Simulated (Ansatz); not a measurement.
The structure comes from a relaxation in the same program, started in the diamond type, and has space group Fd-3m. Whether it is a known phase or the ground state wasn't checked.

An input for Ge and the output that it gave: DFT, PBE, all-electron LAPW, scalar-relativistic (Ansatz 0.2.0).

Command: `ansatz run input.yaml --threads 1 --pin off --max-ram 2048MiB --backend cpu --events-out ev --progress --plain --runs-dir out` The run took 45 s on 1 thread of AMD EPYC 7R13 Processor (Zen 3), with other jobs on the host.

```yaml
crystal:
  lattice:
    - [0.0, 2.8807016401, 2.8807016401]
    - [2.8807016401, 0.0, 2.8807016401]
    - [2.8807016401, 2.8807016401, 0.0]
  atoms:
    - { symbol: Ge, position: [0.0, 0.0, 0.0] }
    - { symbol: Ge, position: [0.25, 0.25, 0.25] }
kpoints:
  mp_grid: { grid: [11, 11, 11] }
  band_path:
    path:
      - [0.0, 0.0, 0.0]
      - [0.5, 0.0, 0.5]
      - [0.625, 0.25, 0.625]
      - [0.375, 0.375, 0.75]
      - [0.0, 0.0, 0.0]
      - [0.5, 0.5, 0.5]
      - [0.5, 0.25, 0.75]
      - [0.5, 0.0, 0.5]
    npoints: 14
scf:
  occupations: { method: fermi_dirac, width: 0.05 }
hamiltonian:
  xc: pbe
  pseudopotentials: { kind: all_electron, lapw: { basis_error: 0.00025 } }
output:
  forces: true
  stress: true
  eigenvalues: true
  fatbands: true
  populations: true
  dos: { projected: true, de: 0.2, e_range: [-14, 8] }
```

The log:

```
Ge: projections on atomic orbitals take those of the free atom 1s2 2s2 2p6 3s2 3p6 3d10 4s2 4p2, of charge +0.00 (hamiltonian.pseudopotentials.projection_atoms)
LAPW: plane waves up to 9.609 Å⁻¹, error target 2.5e-4 eV per atom; small_component_spin mean_spin; Ge in spheres of 1.247 Å, 22 of its electrons in bands, Dirac shells []
Engine: ansatz 0.2.0
Pseudopotentials: kind: all_electron
Pseudopotential: Ge, LAPW, valence charge 22, Koelling and Harmon's equation, gaussian nucleus
Functional definition: PBE
  parameter kappa = 0.804
  parameter beta = 0.06672455060314922
  exchange = pbe_x(kappa = kappa, mu = beta*pi^2/3)
  correlation = pbe_c(beta = beta)
Crystal: 2 atoms, lattice volume = 47.811 Å³
Basis set: ecut = 351.76665833025146 eV, 725 PW (Γ), exchange–correlation at level 2
Bands: 27, of which v1, the nominal top of the filled ones, is band 22 counted from 1 (21 counted from 0)
Symmetry: 48 space group operations
Space group: Fd-3m (ITA 227), of the structure as read, at distance tolerance 3.6e-5 Å
k-points: 56 of 1331
Non-local potential: Ge, projectors of the file, none
Initial density: superposition of atomic densities (chi_scale 0.1, normalization cell)
Initial wavefunctions: plane waves of lowest kinetic energy (no species holds an atomic orbital)
Functional: x = pbe(κ = 0.804, μ = 0.2195149727645171), c = pbe(β = 0.06672455060314922)
iter 1 solved again at ethr=8.88e-4 eV; its pass at ethr=1.00e-1 eV (dr2=3.91e-1 eV) is discarded
SCF iter   1: F=—  HF=-114232.679564 eV  |F-HF|=—  |Δ(HF+E_count)|=         —  Δρ=2.68e-2  dr2=3.92e-1  ethr=8.88e-4  ⟨swp⟩=2.1  Hψ=9296  notcnv=0
preconditioner: auto → Kerker (q_TF=auto, 2.691 Å⁻¹)  [metal: Δε(μ)=0.106 eV  Ē_g=24.028 eV  σ=0.050 eV  W_gap=0.41  n_scr=14 (ndim 8)  ℏωp=28.4 eV  f_vac=0.104  D(μ)=0.07/eV (n_scr^D=0)]
SCF iter   2: F=—  HF=-114232.657147 eV  |F-HF|=—  |Δ(HF+E_count)|=   2.24e-2  Δρ=1.91e-2  dr2=2.43e-1  ethr=8.88e-4  ⟨swp⟩=2.0  Hψ=4215  notcnv=0
SCF iter   3: F=—  HF=-114232.644621 eV  |F-HF|=—  |Δ(HF+E_count)|=   1.25e-2  Δρ=6.60e-3  dr2=4.47e-2  ethr=5.53e-4  ⟨swp⟩=2.0  Hψ=4480  notcnv=0
SCF iter   4: F=—  HF=-114232.612547 eV  |F-HF|=—  |Δ(HF+E_count)|=   3.21e-2  Δρ=3.94e-3  dr2=1.46e-2  ethr=1.02e-4  ⟨swp⟩=2.0  Hψ=4204  notcnv=0
iter 5 solved again at ethr=3.18e-6 eV; its pass at ethr=3.32e-5 eV (dr2=1.40e-3 eV) is discarded
SCF iter   5: F=—  HF=-114232.614209 eV  |F-HF|=—  |Δ(HF+E_count)|=         —  Δρ=1.40e-3  dr2=1.40e-3  ethr=3.18e-6  ⟨swp⟩=2.0  Hψ=7583  notcnv=0
the basis was enlarged: its passes take 382.3 KiB over the memory plan, 1 of 1 planned eigensolver slots
SCF iter   6: F=—  HF=-114232.616156 eV  |F-HF|=—  |Δ(HF+E_count)|=   1.95e-3  Δρ=4.20e-4  dr2=8.44e-5  ethr=3.17e-6  ⟨swp⟩=3.0  Hψ=4530  notcnv=0
SCF iter   7: F=—  HF=-114232.616394 eV  |F-HF|=—  |Δ(HF+E_count)|=   2.39e-4  Δρ=4.76e-5  dr2=6.71e-7  ethr=1.92e-7  ⟨swp⟩=3.0  Hψ=4436  notcnv=0
SCF iter   8: F=-114232.616401 eV  HF=-114232.616400 eV  |F-HF|=5.42e-7  |Δ(HF+E_count)|=   5.66e-6  Δρ=1.47e-5  dr2=7.86e-8  ethr=1.52e-9  ⟨swp⟩=3.0  Hψ=4432  notcnv=0
SCF 1 converged in 8 iterations: F = -114232.616401 eV  dr2 = 7.86e-8
NSCF: frozen V_eff on 99 k-points
SCF converged after 8 iterations
Free energy (F): -114232.616401 eV
Harris-Foulkes:  -114232.616400 eV  (|F-HF|=5.42e-7)
Internal energy: -114232.615528 eV  (E = F + TS)
E sigma→0 (E₀):  -114232.615965 eV
Entropy (-TS):   -0.000872 eV (-0.436 meV/atom)
Fermi energy:    9.184057 eV
--- Per-component energies (eV) ---
  E_band       = -2116.355605
  E_kinetic    = 116627.452667
  E_xc         = -4340.127196
  E_electrostatic = -226519.941000  (all electrons and nuclei)
  E_smearing   = -0.000872  (= −TS)
  E_closure    = 0.000000  (closes the sum)
  E_atoms      = -114223.599835  (free atoms, spherical and without spin; not in F)
  Σ components = -114232.616401   (vs F -114232.616401, Δ=0.00e0)
  Basis errors (estimates in eV, not in F): energy 1.0e-4 per atom: plane waves 9.9e-5 (5.9e-5 summed), levels above the bands 5.5e-70, relativity 1.6e-8, radial functions 4.6e-6, core shells 1.0e-11; eigenvalues (radial functions only) 1.1e-7; not estimated: angular momenta, meshes, grids; target (lapw.basis_error) 2.5e-4; muffin-tin radii Ge 1.247 Å
--- Forces (eV/Å), atoms counted from 1 ---
  atom   1  Ge     0.00000000     0.00000000    -0.00000000
  atom   2  Ge     0.00000000     0.00000000     0.00000000
  max |Σ_I F_I| component: 1.73e-18 eV/Å
--- Stress (GPa, compression-positive) ---
        0.002124       0.000000       0.000000
        0.000000       0.002124       0.000000
        0.000000       0.000000       0.002124
  P = ⅓ Tr σ = 0.0021 GPa (0.021 kbar)
--- Band table (eV; the first three rows and the last of 56) ---
  k-point 0: bands = ["-154.5258", "-154.5241", "-101.6569", "-101.6569", "-101.6569", "-101.6502", "-101.6502", "-101.6502", "-15.5341", "-15.5341", "-15.5341", "-15.5029", "-15.5029", "-15.3187", "-15.3187", "-15.3187", "-15.3107", "-15.3107", "-3.1619", "8.7549", "9.2062", "9.2062", "9.2062", "11.7335", "11.7335", "11.7335", "15.5011"]
  k-point 1: bands = ["-154.5258", "-154.5241", "-101.6569", "-101.6569", "-101.6568", "-101.6502", "-101.6501", "-101.6501", "-15.5384", "-15.5384", "-15.5329", "-15.4971", "-15.4971", "-15.3266", "-15.3266", "-15.3201", "-15.3036", "-15.3036", "-3.0661", "7.3856", "9.0259", "9.0259", "9.9471", "11.9767", "11.9767", "12.1375", "16.0098"]
  k-point 2: bands = ["-154.5257", "-154.5242", "-101.6570", "-101.6570", "-101.6567", "-101.6504", "-101.6500", "-101.6500", "-15.5455", "-15.5455", "-15.5296", "-15.4861", "-15.4861", "-15.3368", "-15.3368", "-15.3238", "-15.2956", "-15.2956", "-2.7834", "5.7314", "8.6555", "8.6555", "9.9200", "12.4665", "12.4665", "13.3835", "16.9839"]
  k-point 55: bands = ["-154.5250", "-154.5249", "-101.6578", "-101.6577", "-101.6539", "-101.6531", "-101.6494", "-101.6493", "-15.5774", "-15.5727", "-15.4652", "-15.4390", "-15.4187", "-15.4022", "-15.3945", "-15.3719", "-15.2650", "-15.2605", "0.2447", "0.9530", "5.3111", "5.9253", "12.3609", "13.6868", "14.2499", "14.2522", "18.8494"]
--- Löwdin populations: 2 sites ---
  site symbol       q [e]
     0     Ge     31.9786
     1     Ge     31.9786
  spilling = 0.000668 (of n_electrons = 64.000000)
```
